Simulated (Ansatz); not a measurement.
**CCSD(T) against full CI for several species**

Each species is computed at the geometry given (Å), with frozen cores, in Ansatz 0.2.0: RHF-CCSD(T) for singlets, UHF-CCSD(T) otherwise, and full CI in the same basis. The program picks the determinant by trial CCSD, so it needn't be the lowest Hartree–Fock solution. States: HBO Σ⁺ or Δ, MgS⁺ Σ⁻ or Δ, HNMg A'. Cases whose determinant has another symmetry than full CI's state, or whose (Q) step broke down, weren't drawn.

Question: Judging by size, spin and bonding, rank them by the size of CCSD(T)'s error in total energy against full CI in the same basis, smallest first (an estimate).
A. HBO, singlet, 6-31G: B 0.000 0.000 0.049; O 0.000 0.000 -1.272; H 0.000 0.000 1.222
B. HNMg, singlet, 6-31G: N 0.000 -0.100 0.899; Mg 0.000 0.023 -0.574; H 0.000 0.831 1.334
C. MgS⁺, quartet, 6-31G: S 0.000 0.000 0.000; Mg 0.000 0.000 2.340

Answer: C (2.6 meV), B (23.1 meV), A (37.7 meV).

```json
{"species": "MgS⁺, quartet", "basis": "6-31G", "correlated electrons": "7", "CCSD(T) − full CI (meV)": "2.6", "CCSDT(Q) − full CI (meV)": "-1.1", "unpaired electrons (full CI)": "3.00", "T1": "0.013", "⟨S²⟩ of the determinant": "3.76"}
{"species": "HNMg, singlet", "basis": "6-31G", "correlated electrons": "8", "CCSD(T) − full CI (meV)": "23.1", "CCSDT(Q) − full CI (meV)": "-19.1", "unpaired electrons (full CI)": "0.58", "T1": "0.049", "⟨S²⟩ of the determinant": "0.00"}
{"species": "HBO, singlet", "basis": "6-31G", "correlated electrons": "10", "CCSD(T) − full CI (meV)": "37.7", "CCSDT(Q) − full CI (meV)": "-7.5", "unpaired electrons (full CI)": "0.09", "T1": "0.032", "⟨S²⟩ of the determinant": "0.00"}
```

Unpaired electrons are Σ n²(2−n)² over natural occupations; an open shell counts its own unpaired electrons too. Frozen cores follow each run's orbitals, which moves totals by a few meV.
